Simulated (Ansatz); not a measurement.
# H2NO (SMILES N[O]): UCCSD(T)/STO-3G

What is the vertical doublet–quartet gap of H2NO at UCCSD(T)/STO-3G? 

The calculation is run with Ansatz 0.2.0.

54 further runs of the same task are left out: 4 that didn't finish, 50 set aside as unsound or not needed.

## (1) Starting point

The species is H2NO (4 atoms), meant as a doublet with charge 0. As SMILES, `N[O]`. The coordinates come from a GFN2-xTB relaxation.

Bond lengths: N1–O2 1.277 Å, N1–H3 1.017 Å, N1–H4 1.017 Å. Angles: O2–N1–H3 118.4°, O2–N1–H4 118.4°, H3–N1–H4 119.4°.

## (2) The energy at UCCSD(T)/STO-3G

molecule.yaml

```yaml
crystal:
  periodic: [false, false, false]
  atoms:
    - {symbol: N, position_ang: [-0.015110, 0.041110, -0.107550]}
    - {symbol: O, position_ang: [0.804330, 0.357230, 0.819800]}
    - {symbol: H, position_ang: [-0.968410, 0.390510, -0.050090]}
    - {symbol: H, position_ang: [0.179190, -0.788850, -0.662160]}
basis:
  gaussian: {orbitals: STO-3G}
magnetization: {spin_polarized: true, initial_magnetization: 1}
correlation: {method: ccsd_t, frozen_orbitals: {H: 0, "N": 1, O: 1}}
accuracy: high
scf: {omitted_lower_state_checks: [cluster_reference, increment]}
```

Run with:

```sh
$ ansatz run molecule.yaml --threads 1 --pin off --max-ram 2610MiB --events-out events.jsonl --progress --plain --runs-dir runs
```

Output (excerpt; [...] marks lines left out):

```text
Warning: RAYON_NUM_THREADS=1 ignored (pool sized by the plan → 1); use --threads N
Functional definition: HF
  name "HF"
[...]
188 factors; integrals over basis functions are off by at most 1.2e-8 eV
[...]
mean field -3501.40944769 eV, -128.6744238621 hartree, gradient 1.6e-8 eV, S^2 0.752030; 2 other end points of the search recorded, 0 dependent functions left out
2 core orbitals not correlated: weight in the atoms' cores, before any rotation towards them, 1.000 or more for the frozen orbitals, at most 0.000 for the correlated occupied ones
reference -3501.40944769 eV, -128.6744238621 hartree; 7, 6 occupied and 3, 4 virtual orbitals, 188 factors
second order -1.74159180 eV of doubles, -0.00000000 eV of singles
cycle   1  -2.11257412 eV  change   -3.7e-1 eV  update   5.5e-2
[...]
cycle  21  -2.38040242 eV  change  -4.1e-10 eV  update  8.6e-10
perturbative correction -0.02706667 eV, -0.0009946818 hartree
Total energy: -3503.81691678 eV, -128.7628967194 hartree
Checks for a lower state left out: cluster_reference, increment
```

Wall time 0.12 s (1 thread of Arm Neoverse V2, shared host).

## (3) The quartet at the same level

run.yaml

```yaml
crystal:
  periodic: [false, false, false]
  atoms:
    - {symbol: "N", position_ang: [-0.015110, 0.041110, -0.107550]}
    - {symbol: O, position_ang: [0.804330, 0.357230, 0.819800]}
    - {symbol: H, position_ang: [-0.968410, 0.390510, -0.050090]}
    - {symbol: H, position_ang: [0.179190, -0.788850, -0.662160]}
basis:
  gaussian:
    orbitals: STO-3G
magnetization:
  spin_polarized: true
  initial_magnetization: 3
correlation:
  method: ccsd_t
  frozen_orbitals: {H: 0, "N": 1, O: 1}
accuracy: high
scf:
  omitted_lower_state_checks: [cluster_reference, increment]
```

Run with:

```sh
$ ansatz run run.yaml --threads 1 --pin off --max-ram 2610MiB --events-out events.jsonl --progress --plain --runs-dir runs
```

Output (excerpt; [...] marks lines left out):

```text
Warning: RAYON_NUM_THREADS=1 ignored (pool sized by the plan → 1); use --threads N
Functional definition: HF
  name "HF"
[...]
188 factors; integrals over basis functions are off by at most 1.2e-8 eV
[...]
mean field -3491.36038787 eV, -128.3051277251 hartree, gradient 2.2e-8 eV, S^2 3.763289; 2 other end points of the search recorded, 0 dependent functions left out
2 core orbitals not correlated: weight in the atoms' cores, before any rotation towards them, 1.000 or more for the frozen orbitals, at most 0.000 for the correlated occupied ones
reference -3491.36038787 eV, -128.3051277251 hartree; 8, 5 occupied and 2, 5 virtual orbitals, 188 factors
second order -1.60972085 eV of doubles, -0.00000000 eV of singles
cycle   1  -2.01388976 eV  change   -4.4e-1 eV  update   6.4e-2
[...]
cycle  27  -2.45353904 eV  change   1.6e-10 eV  update  9.0e-11
perturbative correction -0.05326358 eV, -0.0019574005 hartree
WARN: these amplitudes may be one of several solutions (largest doubles amplitude 0.12, level shift 0.61 eV)
Total energy: -3493.86719049 eV, -128.3972510221 hartree
Checks for a lower state left out: cluster_reference, increment
```

Wall time 0.12 s (1 thread of Arm Neoverse V2, shared host).

## (4) What came out

Level: UCCSD(T)/STO-3G, 2 core orbitals frozen.

| quantity | value |
| --- | --- |
| doublet: total energy | -128.76290 Eh |
| doublet: correlation energy (2 core orbitals frozen) | -88.5 mEh |
| doublet: (T) correction | -0.99 mEh |
| doublet: ⟨S²⟩ of the reference determinant | 0.752 |
| doublet: T1 diagnostic | 0.022 |
| quartet: total energy | -128.39725 Eh |
| quartet: correlation energy (2 core orbitals frozen) | -92.1 mEh |
| quartet: (T) correction | -1.96 mEh |
| quartet: ⟨S²⟩ of the reference determinant | 3.763 |
| quartet: T1 diagnostic | 0.043 |
| vertical energy of the quartet above the doublet | 9.950 eV |

What this shows: At this shape the quartet lies 9.95 eV (229 kcal/mol) above the doublet. In a minimal basis such a difference can be off by several eV, whatever the method. The triples (doublet) make up 1.1 % of the correlation energy. The triples (quartet) make up 2.1 % of the correlation energy.
